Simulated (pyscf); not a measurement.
**1,1-elimination: H₃C–O–AlH₂ → H₃C–O–Al [singlet] + H₂**

Gas phase, singlet surface, charge 0. Bonds broken: Al3–H7, Al3–H8. Bonds formed: H7–H8. Single points on ωB97X-D3(BJ)/def2-SVP structures (PySCF, gas phase).

Transition state (Å):

```xyz
8

C     -0.3530     0.5157    -0.6615
O      0.0268    -0.2241     0.4699
Al    -0.7314    -1.2095     1.6162
H     -1.4374     0.4373    -0.8595
H      0.1927     0.1543    -1.5503
H     -0.0985     1.5804    -0.5199
H     -2.5343    -1.1939     1.0839
H     -2.0542    -1.8671     2.1500
```

One imaginary mode, 1659i cm⁻¹; descent along it reached the two sides named.

```
bond    change  reactant side (Å)  saddle  product side
------  ------  -----------------  ------  ------------
Al3–H7  breaks              1.586   1.880           3.8
Al3–H8  breaks              1.577   1.571           3.2
H7–H8    forms                2.8   1.349         0.761
```

Electronic energies relative to the reactant's lowest minimum found (kJ/mol):

```
level                   barrier  reaction energy  reverse barrier
----------------------  -------  ---------------  ---------------
ωB97X-D3(BJ)/def2-TZVP    352.4            +80.7            271.7
PBE/def2-TZVP             294.8            +56.5            238.3
r²SCAN/def2-TZVP          316.7            +77.4            239.3
B3LYP-D3(BJ)/def2-TZVP    324.5            +61.1            263.4
PBE0-D3(BJ)/def2-TZVP     321.0            +69.6            251.4
M06-2X/def2-TZVP          333.6            +55.0            278.6
ωB97M-D3(BJ)/def2-TZVP    339.5            +61.0            278.6
HF/def2-TZVP              400.8            +80.4            320.4
```

With ωB97M-D3(BJ)/def2-TZVP energies and thermal terms (ideal gas, 1 atm, RRHO with modes under 100 cm⁻¹ raised to 100, one conformer, R ln 2 for chiral ones without a mode under 150 cm⁻¹), in kJ/mol:

```json
[
 {"T (K)": "298", "ΔH‡": "329.2", "ΔG‡": "329.9", "ΔH": "+56.5", "ΔG": "+25.4"},
 {"T (K)": "600", "ΔH‡": "328.7", "ΔG‡": "330.7", "ΔH": "+57.5", "ΔG": "-6.7"},
 {"T (K)": "900", "ΔH‡": "327.7", "ΔG‡": "331.9", "ΔH": "+55.7", "ΔG": "-38.5"},
 {"T (K)": "1200", "ΔH‡": "326.1", "ΔG‡": "333.5", "ΔH": "+52.4", "ΔG": "-69.5"}
]
```

H₃C–O–AlH₂ lies 102.4 kJ/mol over its isomer H₃C–AlH–OH (electronic energy, ωB97M-D3(BJ)/def2-TZVP). One saddle was located; it need not be the lowest between these sides. One closed-shell reference is unstable to symmetry breaking; treat the single-reference values with care.
